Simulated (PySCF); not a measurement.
Simulated outer-valence photoelectron spectrum of `FC1=CNN=C1`. Theory: EOM-IP-CCSD/aug-cc-pVDZ in PySCF, restricted Hartree–Fock reference, frozen core, non-relativistic, gas phase, PBE0-D3(BJ)/def2-SVP geometry.

Each root has a Gaussian of 0.3 eV full width with its one-hole share as area; cross sections and vibrations are left out, and the highest printed point is 100.

ionisation energy (eV), intensity and a bar:
```
      9.0          5 #
      9.2         67 ####################
      9.4         80 ########################
      9.6         13 ####
      9.8         67 ####################
     10.0         80 ########################
     10.2          8 ##
     10.4          0 
     10.6          6 ##
     10.8         72 ######################
     11.0         74 ######################
     11.2          6 ##
     11.4          0 
     11.6          0 
     11.8          0 
     12.0          0 
     12.2          0 
     12.4          0 
     12.6          0 
     12.8          0 
     13.0          0 
     13.2          0 
     13.4          8 ##
     13.6         79 ########################
     13.8         68 ####################
     14.0          5 #
     14.2          0 
     14.4          4 #
     14.6         58 #################
     14.8         78 #######################
     15.0         10 ###
     15.2         33 ##########
     15.4        100 ##############################
     15.6         26 ########
     15.8          1 
     16.0          1 
     16.2         26 ########
     16.4         99 ##############################
     16.6         33 ##########
     16.8          4 #
     17.0         56 #################
     17.2         89 ###########################
     17.4         12 ####
```

Q: Where are the maxima, and how many lines lie under the curve?

A: 8 maxima, at 9.3, 9.9, 10.9, 13.7, 14.7, 15.4, 16.4 and 17.1 eV, from 8 lines.

Q: List the lines with their holes.

A: 
```
E (eV)  leading hole (HF orbital)  area  Koopmans (eV)
  9.31                       HOMO  0.95           9.59
  9.92                     HOMO-1  0.95          10.22
 10.90                     HOMO-2  0.94          12.83
 13.69                     HOMO-3  0.95          15.52
 14.72                     HOMO-4  0.88          16.87
 15.39                     HOMO-5  0.95          16.92
 16.41                     HOMO-6  0.94          18.53
 17.14                     HOMO-7  0.95          19.23
```

The widest gap, 2.79 eV, lies between 10.90 and 13.69 eV. Only orbitals with −ε under 21 eV, eight at most, were ionised, so the high end of the curve may lack lines.
